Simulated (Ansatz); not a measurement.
# SiCl (doublet): from Hartree-Fock to the top rungs at distance Si1–Cl2 = 1.856 Å, cc-pVTZ

One table from this session's results is given with a row withheld; the runs are named, their logs left out.

The runs use Ansatz 0.2.0, Gaussian basis; cc-pVTZ, core rule «outside noble gas», up to 10 orbitals frozen.

To be run: UHF; CCSD(T) on ROHF; CCSD(T) on UHF; BCCD(T) on ROHF; CISD as a restricted active space (open shells left free, so some higher excitations enter); CCSDT(Q) on ROHF; CCSDT(Q) on UHF; CASSCF and MRCISD+Q, 3 electrons in 3 orbitals; CASSCF and NEVPT2, 3 electrons in 3 orbitals.

3 further runs of the same task are left out: 3 for a known fault of the program. Runs told in other sessions of the task aren't counted.

### The geometry

The geometry derives from a PBE0/def2-TZVP stationary point (not a proven minimum). One bond is set to the value named and the two fragments are kept rigid.

2 atoms, charge 0, spin multiplicity 2.

Atoms are counted from 1 here; the program's logs count them from 0.

Bond lengths: Si1–Cl2 1.856 Å.

The first run:

in.yaml reads:

```yaml
crystal:
  periodic: [false, false, false]
  atoms:
    - {symbol: Si, position_ang: [0.000000, 0.000000, 0.000000]}
    - {symbol: Cl, position_ang: [0.000000, 0.000000, 1.856000]}
basis:
  gaussian: {orbitals: cc-pVTZ}
magnetization: {spin_polarized: true, initial_magnetization: 1}
hamiltonian: {xc: hf}
output: {orbitals: {seedname: orbitals}}
```

Run with:

```bash
ansatz run in.yaml --threads 1 --pin off --events-out ev --progress --plain --max-ram 4096MiB --backend cpu
```

Among the steps run: UHF; CCSD(T) on ROHF; CCSD(T) on UHF; BCCD(T) on ROHF; CISD as a restricted active space (open shells left free, so some higher excitations enter); CCSDT(Q) on ROHF; CCSDT(Q) on UHF; CASSCF and MRCISD+Q, 3 electrons in 3 orbitals; CASSCF and NEVPT2, 3 electrons in 3 orbitals.

One table of the session follows, with a row left open; its other results are not shown here.

| method | from UCCSDT(Q) (meV) |
| --- | --- |
| ROHF | +8467.2 |
| UHF | +8322.8 |
| RMP2 | +1160.5 |
| UMP2 | +1193.5 |
| CISD | +1082.1 |
| RCCSD | +394.1 |
| UCCSD | +388.2 |
| RCCSD(T) | +43.9 |
| UCCSD(T) | +44.3 |
| BCCD(T) | +43.3 |
| RCCSDT | +18.3 |
| UCCSDT | +17.4 |
| RCCSDT(Q) | +1.5 |
| UCCSDT(Q) | 0 |
| CASSCF pair | +8002.4 |
| NEVPT2 pair | ? |
| MRCISD pair | +986.1 |
| MRCISD+Q pair | +218.9 |

Estimate the missing values for NEVPT2 pair.

The run gave: from UCCSDT(Q) (meV): +1197.5. In the column «from UCCSDT(Q) (meV)» it lies between UMP2 (+1193.5) and CASSCF pair (+8002.4).

Caveats from the session: Restricted and unrestricted rows rest on different reference determinants; a gap between their highest levels can come from leftover correlation error, from unlike frozen cores or from another state.
